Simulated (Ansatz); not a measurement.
Species: CH5N, charge 1, multiplicity 2. 
Coordinates optimised at B3LYP-D3(BJ)/def2-TZVP (Ansatz, a first-principles code):
```xyz
7

C     -0.6927     0.1184    -0.0047
N      0.6982    -0.1155    -0.0194
H     -1.2220    -0.6388    -0.5843
H     -0.9195     1.1429    -0.3019
H     -1.0405     0.0103     1.0497
H      1.0819    -1.0542    -0.1339
H      1.3693     0.6379     0.1342
```
Charge +1, spin multiplicity 2.

Basis-set convergence of Hartree-Fock and CCSD(T) correlation energies (hartree) with Ansatz. Correlated levels leave the core frozen unless marked. Open shells are spin-unrestricted. Spin-orbit coupling is left out. No relativistic terms.

```csv
basis,functions,E(HF),"E(corr, CCSD(T))"
aug-cc-pVDZ,91,-94.94781,-0.33789
aug-cc-pVTZ,207,[?],[?]
```

Q: What belongs in the gaps?

A: 
- aug-cc-pVTZ, E(HF): -94.97246
- aug-cc-pVTZ, E(corr, CCSD(T)): -0.40052
